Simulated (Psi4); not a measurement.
# C6H12 (cis-2-hexene) at DSD-PBEP86/6-31G(d) (density fitting for correlation, spherical functions)

Aim: the energy change on altering one bond length of C6H12 (cis-2-hexene) at DSD-PBEP86/6-31G* (density fitting for correlation, spherical functions), from 2 runs. 

The results are computed with Psi4 1.11.

2 further runs of the same task are left out: 1 that didn't finish, 1 set aside as unsound or not needed.

## Step 1: Starting point

C6H12: 18 atoms, total charge 0, spin state singlet. SMILES: `C/C=C\CCC`. The coordinates come from a PBE0-D4/def2-TZVP relaxation. This is one conformer, not always the lowest.

Some bond lengths: C1–C2 1.491 Å, C2–C3 1.330 Å, C3–C4 1.493 Å, C4–C5 1.530 Å, C5–C6 1.519 Å, C1–H7 1.095 Å, C1–H8 1.090 Å, C1–H9 1.095 Å, C2–H10 1.088 Å, C3–H11 1.089 Å, C4–H12 1.096 Å, C4–H13 1.094 Å, C5–H14 1.096 Å, C5–H15 1.095 Å, C6–H16 1.094 Å, C6–H17 1.093 Å. Some angles: C1–C2–C3 127.5°, C2–C3–C4 127.9°, C3–C4–C5 112.6°, C4–C5–C6 113.0°, C1–C2–H10 115.2°, C3–C2–H10 117.3°, C2–C1–H7 110.8°, C2–C1–H8 112.9°, C2–C1–H9 110.6°, C2–C3–H11 117.2°.

## Step 2: The energy at DSD-PBEP86/6-31G(d) (density fitting for correlation, spherical functions)

File input.json:

```json
{
 "schema_name": "qcschema_input",
 "schema_version": 1,
 "molecule": {
  "schema_name": "qcschema_molecule",
  "schema_version": 2,
  "symbols": ["C", "C", "C", "C", "C", "C", "H", "H", "H", "H", "H", "H", "H", "H", "H", "H", "H", "H"],
  "geometry": [-3.73472243, -2.25860066, 0.92691066, -1.32358307, -2.15804834, 2.3811683, 0.9742672, -1.64279561, 1.50125513, 1.71753428, -1.01848679, -1.14865113, 2.66251073, 1.70022439, -1.4269322, 0.6085863, 3.65304847, -0.97698841, -4.61410648, -4.1241194, 1.08920034, -3.47955271, -1.84796318, -1.0749896, -5.0983488, -0.89873485, 1.68299009, -1.4959261, -2.55451288, 4.39142116, 2.52174503, -1.63102262, 2.85800289, 3.22804906, -2.30932091, -1.73537329, 0.14528214, -1.32919556, -2.45316687, 4.22459614, 2.01189692, -0.10314125, 3.45417369, 1.94210933, -3.3230267, -0.9287626, 3.43659924, -2.34225884, -0.20375027, 3.45487289, 0.91088579, 1.3420268, 5.57412515, -1.15734387],
  "molecular_charge": 0,
  "molecular_multiplicity": 1,
  "fix_symmetry": "c1",
  "fix_com": true,
  "fix_orientation": true
 },
 "driver": "energy",
 "model": {
  "method": "dsd-pbep86",
  "basis": "6-31G*"
 },
 "keywords": {
  "puream": true,
  "e_convergence": 1e-09,
  "d_convergence": 1e-08,
  "scf_type": "pk",
  "dft_radial_points": 99,
  "dft_spherical_points": 590,
  "num_frozen_docc": 6
 }
}
```

The run is started by

```bash
$ psi4 --qcschema input.json -n 1 --memory 1600MB
```

stdout:

```text
[...]
  Running in c1 symmetry.
[...]
  Nuclear repulsion =  237.128136061170238
[...]
  Multiplicity = 1
[...]
  Nalpha       = 24
  Nbeta        = 24
[...]
    Number of basis functions: 108
[...]
   @RKS iter   1:  -234.64829150455910   -7.42476e-01   5.21473e-03 ADIIS/DIIS
[...]
   @RKS iter  11:  -234.84215795254678   -3.63798e-12   6.16147e-09 DIIS
[...]
    Orbital Energies [Eh]
    ---------------------
    Doubly Occupied:
       1A    -10.851016     2A    -10.847340     3A    -10.846675
       4A    -10.846103     5A    -10.843759     6A    -10.833827
       7A     -0.999132     8A     -0.947116     9A     -0.873849
      10A     -0.817190    11A     -0.732119    12A     -0.653747
      13A     -0.593384    14A     -0.560295    15A     -0.545743
      16A     -0.510877    17A     -0.504691    18A     -0.491740
      19A     -0.466585    20A     -0.441421    21A     -0.435620
      22A     -0.423109    23A     -0.407075    24A     -0.307447
[...]
  @RKS Final Energy:  -234.84215795254678
   => Energetics <=
    Nuclear Repulsion Energy =            237.1281360611702382
    One-Electron Energy =                -784.8036687635840281
    Two-Electron Energy =                 323.4221713161676348
    DFT Exchange-Correlation Energy =     -10.5887965663006636
    Empirical Dispersion Energy =           0.0000000000000000
    VV10 Nonlocal Energy =                  0.0000000000000000
    Total Energy =                       -234.8421579525467848
[...]
 Multipole Moments:
 ------------------------------------------------------------------------------------
     Multipole            Electronic (a.u.)      Nuclear  (a.u.)        Total (a.u.)
 ------------------------------------------------------------------------------------
 L = 1.  Multiply by 2.5417464519 to convert [e a0] to [Debye]
 Dipole X            :         -4.5482144            4.5229840           -0.0252305
 Dipole Y            :          8.6201507           -8.6232171           -0.0030664
 Dipole Z            :         -6.3173421            6.2837740           -0.0335681
 Magnitude           :                                                    0.0421046
[...]
```

The result, in JSON:

```text
{
 "driver": "energy",
 "model": {
  "method": "dsd-pbep86",
  "basis": "6-31G*"
 },
 "success": true,
 "return_result": -235.25279882465372,
 "properties": {
  "calcinfo_nbasis": 108,
  "calcinfo_nmo": 108,
  "calcinfo_nalpha": 24,
  "calcinfo_nbeta": 24,
  "calcinfo_natom": 18,
  "nuclear_repulsion_energy": 237.12813606117024,
  "return_energy": -235.25279882465372,
  "scf_one_electron_energy": -784.803668763584,
  "scf_two_electron_energy": 323.42217131616763,
  "scf_xc_energy": -10.588796566300664,
  "scf_dipole_moment": [-0.025230479244240378, -0.003066439395055909, -0.033568115542830235],
  "scf_total_energy": -234.84215795254678,
  "scf_iterations": 11
 }
}
```

It took 2.4 min on 1 thread of AMD EPYC, shared host; peak memory 0.67 GiB.

## Step 3: The distorted shape at the same level

File calc.inp:

```
memory 1600 MB

molecule molecule1 {
  0 1
  C
  C 1 1.490981
  C 2 1.330315 1 127.50712
  C 3 1.493387 2 127.93281 1 0.49583
  C 4 1.530211 3 112.60781 2 113.36525
  C 5 1.518524 4 113.00582 3 -66.74936
  H 1 1.094747 2 110.82124 3 121.22665
  H 1 1.089815 7 107.98239 2 124.09091
  H 1 1.094817 8 107.80891 7 -114.69194
  H 2 1.0881 3 117.27889 4 -179.44083
  H 3 1.089076 2 117.23962 10 -0.71648
  H 4 1.096323 3 108.66975 11 55.07318
  H 4 1.093526 12 106.39565 3 -119.63988
  H 5 1.096007 6 109.70666 4 -121.92406
  H 5 1.094823 14 106.23496 6 118.57165
  H 6 1.094035 5 110.94347 15 60.76681
  H 6 1.092624 16 107.52933 5 -121.65016
  H 6 1.2562 17 107.99905 16 115.96203
  symmetry c1
}

set basis 6-31G*
set puream true
set e_convergence 1e-09
set d_convergence 1e-08
set scf_type pk
set dft_radial_points 99
set dft_spherical_points 590
set num_frozen_docc 6

E, wfn = energy("dsd-pbep86", return_wfn=True)
print_variables()
```

The run is started by

```bash
$ psi4 -i calc.inp -o calc.out -n 1
```

calc.out:

```text
[...]
  Running in c1 symmetry.
[...]
  Nuclear repulsion =  236.481354514377898
[...]
  Multiplicity = 1
[...]
  Nalpha       = 24
  Nbeta        = 24
[...]
    Number of basis functions: 108
[...]
   @RKS iter   1:  -234.63415718924324   -8.09341e-01   5.19102e-03 ADIIS/DIIS
[...]
   @RKS iter  11:  -234.82877384738057   -5.22959e-12   5.69230e-09 DIIS
[...]
    Orbital Energies [Eh]
    ---------------------
    Doubly Occupied:
       1A    -10.852662     2A    -10.852176     3A    -10.848733
       4A    -10.848237     5A    -10.847862     6A    -10.844737
       7A     -1.000229     8A     -0.946835     9A     -0.871326
      10A     -0.814461    11A     -0.729771    12A     -0.654988
      13A     -0.594048    14A     -0.561018    15A     -0.536924
      16A     -0.511633    17A     -0.506084    18A     -0.489771
      19A     -0.467462    20A     -0.442180    21A     -0.429106
      22A     -0.417180    23A     -0.408139    24A     -0.308594
[...]
  @RKS Final Energy:  -234.82877384738057
   => Energetics <=
    Nuclear Repulsion Energy =            236.4813545143778981
    One-Electron Energy =                -783.4853386343538659
    Two-Electron Energy =                 322.7487218430485996
    DFT Exchange-Correlation Energy =     -10.5735115704532543
    Empirical Dispersion Energy =           0.0000000000000000
    VV10 Nonlocal Energy =                  0.0000000000000000
    Total Energy =                       -234.8287738473806030
[...]
 Multipole Moments:
 ------------------------------------------------------------------------------------
     Multipole            Electronic (a.u.)      Nuclear  (a.u.)        Total (a.u.)
 ------------------------------------------------------------------------------------
 L = 1.  Multiply by 2.5417464519 to convert [e a0] to [Debye]
 Dipole X            :         -2.2100479            2.1303914           -0.0796565
 Dipole Y            :          1.3582777           -1.3385967            0.0196810
 Dipole Z            :          1.6426810           -1.6960935           -0.0534125
 Magnitude           :                                                    0.0979050
[...]
```

Wall time 2.6 min (1 thread of AMD EPYC, shared host); peak memory 0.66 GiB.

## Step 4: Results

Level: DSD-PBEP86/6-31G* (density fitting for correlation, spherical functions), 6 core orbitals frozen.

```
                                                          quantity          value
                                         first shape: total energy  -235.25280 Eh
                    first shape: HOMO energy (SCF part's orbitals)       -8.37 eV
                    first shape: LUMO energy (SCF part's orbitals)        3.58 eV
                  first shape: HOMO–LUMO gap (SCF part's orbitals)       11.94 eV
                                     distorted shape: total energy  -235.24072 Eh
                distorted shape: HOMO energy (SCF part's orbitals)       -8.40 eV
                distorted shape: LUMO energy (SCF part's orbitals)        3.55 eV
              distorted shape: HOMO–LUMO gap (SCF part's orbitals)       11.94 eV
energy change with the C6–H18 bond stretched from 1.092 to 1.256 Å       0.329 eV
```

With the C6–H18 bond stretched from 1.092 to 1.256 Å the energy rises by 0.33 eV (7.6 kcal/mol). The first shape isn't relaxed at this level, so the change isn't measured from a minimum.
